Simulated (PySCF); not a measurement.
Species: C4H5NO.
SMILES with atom numbers: `[N:1]#[C:2][CH2:3][CH2:4][CH:5]=[O:6]`

Structure used (PBE0-D3(BJ)/def2-SVP), in Å, numbered top down from 1:
```xyz
11
C4H5NO angstrom
N      2.9406   -0.6666    0.6810
C      1.9833   -0.1672    0.2648
C      0.7604    0.4390   -0.2429
C     -0.4881   -0.3266    0.1794
C     -1.7483    0.3010   -0.3466
O     -1.7725    1.2924   -1.0244
H      0.7033    1.4811    0.1084
H      0.8161    0.4983   -1.3410
H     -0.4579   -1.3749   -0.1664
H     -0.5714   -0.3929    1.2785
H     -2.6926   -0.2282   -0.0596
```

A calculation gives these core lines: C 1s: 292.08 (area 1), 292.49 (area 1), 292.68 (area 1), 294.34 (area 1) eV; N 1s: 405.22 eV; O 1s: 538.87 eV.

Level of theory: PySCF 2.14.0, delta-SCF UKS SCAN, pcX-2 on the ionised atom, pcseg-1 elsewhere, spin-free X2C. Isolated species at its PBE0-D3(BJ)/def2-SVP geometry (one conformer only).

Task: Which carbon gives which C 1s line?

Result: 292.08 eV: C4 (sp3 carbon next to a carbonyl); 292.49 eV: C2 (nitrile carbon); 292.68 eV: C3 (sp3 carbon next to a nitrile); 294.34 eV: C5 (aldehyde carbon). Lowest listed C 1s: C4, bonded to 2 C and 2 H. Highest, 2.26 eV above it: C5, bonded to O (double bond), C and H. The widest gap between neighbouring values is 1.66 eV, between 292.68 and 294.34 eV.

Bonded neighbours of each site: N1: C (triple bond); C2: N (triple bond) and C; C3: 2 C and 2 H; C4: 2 C and 2 H; C5: O (double bond), C and H; O6: C (double bond).

Task: Which photon energy gives electrons from C 1s of C5 a kinetic energy of 20 eV, and what is their de Broglie wavelength?

Result: hν = 294.34 + 20 = 314.34 eV, recoil neglected; λ = 12.264 Å/√(E/eV) = 2.74 Å.

Spin contamination (⟨S²⟩ against 0.75 for a pure doublet) is marked for C 1s of C5 (0.88), which makes this value less certain.
